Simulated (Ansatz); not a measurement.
# One shape, several levels: SiHClO (SMILES O[Si]Cl)

Wanted: a comparison of 6 runs (HF/STO-3G, BHLYP/STO-3G, PBE0/STO-3G, MP2/STO-3G, CCSD(T)/STO-3G, FCI/STO-3G) of SiHClO. 

The calculation is run with Ansatz 0.2.0.

82 further runs of the same task are left out: 1 that didn't finish, 81 set aside as unsound or not needed.

### 1 The system as given

SiHClO: 4 atoms, total charge 0, spin state singlet. SMILES: `O[Si]Cl`. The Si2–O1 distance was set to 3.273 Å, away from the relaxed value. At this shape a bond of the SMILES string is far longer than usual.

Bond lengths: Si2–Cl3 2.110 Å, O1–H4 0.963 Å.

### 2 The energy at HF/STO-3G (run 1)

File in.yaml:

```yaml
crystal:
  periodic: [false, false, false]
  atoms:
    - {symbol: O, position_ang: [-1.389395, 1.690086, -1.264390]}
    - {symbol: Si, position_ang: [-0.434200, -0.789700, 0.647000]}
    - {symbol: Cl, position_ang: [1.662300, -0.701000, 0.421400]}
    - {symbol: H, position_ang: [-0.738395, 2.220286, -1.735690]}
basis:
  gaussian: {orbitals: STO-3G}
total_charge: 0
hamiltonian: {xc: hf}
accuracy: high
```

Launch:

```sh
$ ansatz run in.yaml --threads 1 --pin off --max-ram 2610MiB --events-out events.jsonl --progress --plain --runs-dir runs
```

Log:

```text
Warning: RAYON_NUM_THREADS=1 ignored (pool sized by the plan → 1); use --threads N
Functional definition: HF
  name "HF"
  exchange = exact_x
  correlation = 0
401 factors; integrals over basis functions are off by at most 3.2e-8 eV
mean field evaluation 1: about -22151.3299 eV, gradient 3.1e1 eV
mean field evaluation 2: about -22151.3664 eV, gradient 3.1e1 eV
mean field evaluation 4: about -22154.1406 eV, gradient 2.2e1 eV
mean field evaluation 8: about -22109.4297 eV, gradient 1.2e2 eV
mean field evaluation 16: about -22159.0857 eV, gradient 7.7e-2 eV
mean field evaluation 32: about -22158.5401 eV, gradient 9.5e0 eV
mean field evaluation 64: about -22156.0808 eV, gradient 1.3e1 eV
mean field -22159.08571004 eV, -814.3313798763 hartree, gradient 2.2e-8 eV, S^2 0.000000; 0 other end points of the search recorded, 0 dependent functions left out
reference -22159.08571004 eV, -814.3313798763 hartree; 20, 20 occupied and 4, 4 virtual orbitals, 401 factors
Total energy: -22159.08571004 eV, -814.3313798763 hartree
```

It took 0.2 s on 1 thread of Arm Neoverse V1, shared host.

### 3 The energy at BHLYP/STO-3G (run 2)

File job.yaml:

```yaml
crystal:
  periodic: [false, false, false]
  atoms:
    - {symbol: O, position_ang: [-1.389395, 1.690086, -1.264390]}
    - {symbol: Si, position_ang: [-0.434200, -0.789700, 0.647000]}
    - {symbol: Cl, position_ang: [1.662300, -0.701000, 0.421400]}
    - {symbol: H, position_ang: [-0.738395, 2.220286, -1.735690]}
basis:
  gaussian: {orbitals: STO-3G}
hamiltonian: {xc: {name: BHLYP}}
accuracy: high
```

Launch:

```sh
$ ansatz run job.yaml --threads 1 --pin off --max-ram 2610MiB --events-out events.jsonl --progress --plain --runs-dir runs
```

Log:

```text
Warning: RAYON_NUM_THREADS=1 ignored (pool sized by the plan → 1); use --threads N
Functional definition: BHLYP
  name "BHLYP"
  parameter a = 0.5
  exchange = (1 - a)*b88_x + a*exact_x
  correlation = lyp_c
401 factors; integrals over basis functions are off by at most 3.2e-8 eV
mean field evaluation 1: about -22190.5610 eV, gradient 3.2e1 eV
mean field evaluation 2: about -21890.7019 eV, gradient 9.4e1 eV
mean field evaluation 4: about -22194.9527 eV, gradient 1.7e1 eV
mean field evaluation 8: about -22194.9729 eV, gradient 1.7e1 eV
mean field evaluation 16: about -22200.4151 eV, gradient 2.2e-7 eV
mean field evaluation 32: about -22200.2950 eV, gradient 1.1e0 eV
mean field -22200.41506515 eV, -815.8502056625 hartree, gradient 1.2e-8 eV, S^2 0.000000; 4 other end points of the search recorded, 0 dependent functions left out
reference -22200.41508552 eV, -815.8502064110 hartree; 20, 20 occupied and 4, 4 virtual orbitals, 401 factors
Total energy: -22200.41508552 eV, -815.8502064110 hartree
```

Run time: 1.8 s. Hardware: 1 thread of Arm Neoverse V1, shared host; peak memory 0.098 GiB.

### 4 A single-point energy at PBE0/STO-3G (run 3)

in.yaml: that of step 2 with these lines changed.

```diff
@@ -9,4 +9,3 @@
   gaussian: {orbitals: STO-3G}
-total_charge: 0
-hamiltonian: {xc: hf}
+hamiltonian: {xc: {name: PBE0}}
 accuracy: high
```

Launch:

```sh
$ ansatz run in.yaml --threads 1 --pin off --max-ram 2610MiB --events-out events.jsonl --progress --plain --runs-dir runs
```

Log:

```text
Warning: RAYON_NUM_THREADS=1 ignored (pool sized by the plan → 1); use --threads N
Functional definition: PBE0
  name "PBE0"
  parameter a = 0.25
  parameter kappa = 0.804
  parameter beta = 0.06672455060314922
  exchange = (1 - a)*pbe_x(kappa = kappa, mu = beta*pi^2/3) + a*exact_x
  correlation = pbe_c(beta = beta)
401 factors; integrals over basis functions are off by at most 3.2e-8 eV
mean field evaluation 1: about -22181.6480 eV, gradient 3.2e1 eV
mean field evaluation 2: about -21878.0656 eV, gradient 9.7e1 eV
mean field evaluation 4: about -22186.5140 eV, gradient 2.0e1 eV
mean field evaluation 8: about -22186.5210 eV, gradient 2.0e1 eV
mean field evaluation 16: about -22192.5542 eV, gradient 1.8e-6 eV
mean field evaluation 32: about -22187.0298 eV, gradient 3.6e1 eV
mean field -22192.55420596 eV, -815.5613244154 hartree, gradient 2.8e-8 eV, S^2 0.000000; 6 other end points of the search recorded, 0 dependent functions left out
reference -22192.55420742 eV, -815.5613244692 hartree; 20, 20 occupied and 4, 4 virtual orbitals, 401 factors
Total energy: -22192.55420742 eV, -815.5613244692 hartree
```

Wall time 1.8 s (1 thread of Arm Neoverse V1, shared host); peak memory 0.096 GiB.

Runs 4 to 5 aren't shown in full; the table further down has their settings and results.

### 5 The energy at FCI/STO-3G (run 6)

File run.yaml:

```yaml
crystal:
  periodic: [false, false, false]
  atoms:
    - {symbol: O, position_ang: [-1.389395, 1.690086, -1.264390]}
    - {symbol: Si, position_ang: [-0.434200, -0.789700, 0.647000]}
    - {symbol: Cl, position_ang: [1.662300, -0.701000, 0.421400]}
    - {symbol: H, position_ang: [-0.738395, 2.220286, -1.735690]}
basis:
  gaussian: {orbitals: STO-3G}
correlation: {method: fci, frozen_orbitals: {Cl: 5, H: 0, O: 1, Si: 5}}
accuracy: high
```

Launch:

```sh
$ ansatz run run.yaml --threads 1 --pin off --max-ram 2610MiB --events-out events.jsonl --progress --plain --runs-dir runs
```

Log, cut to the lines that bear on the results:

```text
Warning: RAYON_NUM_THREADS=1 ignored (pool sized by the plan → 1); use --threads N
[... 2 set-up lines as earlier in the session ...]
[...]
401 factors; integrals over basis functions are off by at most 3.2e-8 eV
[...]
mean field -22159.08571004 eV, -814.3313798763 hartree, gradient 2.2e-8 eV, S^2 0.000000; 5 other end points of the search recorded, 0 dependent functions left out; unrestricted orbitals would lower it
unrestricted determinant -22164.50191058 eV, -814.5304215748 hartree, S^2 1.0057
11 core orbitals not correlated: weight in the atoms' cores, before any rotation towards them, 1.000 or more for the frozen orbitals, at most 0.000 for the correlated occupied ones
reference -22159.08571004 eV, -814.3313798763 hartree; 9, 9 occupied and 4, 4 virtual orbitals, 401 factors
state -22166.04138642 eV, -814.5869962683 hartree
Total energy: -22166.04138642 eV, -814.5869962683 hartree
```

Run time: 5.7 s. Hardware: 1 thread of Arm Neoverse V1, shared host; peak memory 0.12 GiB.

### 6 All runs side by side

```csv
run,level,frozen core orbitals,energy (Eh),wall time
1,HF/STO-3G,–,-814.331380,0.2 s
2,BHLYP/STO-3G,–,-815.850206,1.8 s
3,PBE0/STO-3G,–,-815.561324,1.8 s
4,MP2/STO-3G,11,-814.517443,0.42 s
5,CCSD(T)/STO-3G,11,-814.592829,0.4 s
6,FCI/STO-3G,11,-814.586996,5.7 s
```

### 7 Outcome

| quantity | value |
| --- | --- |
| run 6: total energy | -814.58700 Eh |
| run 6: correlation energy (11 core orbitals frozen) | -255.6 mEh |

**Reading.** Against full CI in this basis: HF +255.6 mEh; MP2 +69.6 mEh; CCSD(T) -5.8 mEh. Totals of different functionals can't be ranked against each other. In run 5 the T1 diagnostic is large, so a single reference may not serve. In runs 4, 5 the log says that unrestricted orbitals would lower the reference, so the values rest on an unstable closed-shell determinant (other closed-shell runs at this shape may share the fault). In runs 1, 2, 3, 4, 5, 6 the basis is minimal, so the values are rough. In runs 1, 2, 3, 4, 5 a closed-shell determinant meets a far-stretched bond, which it describes badly. All runs together took 10 s, the longest 5.7 s.
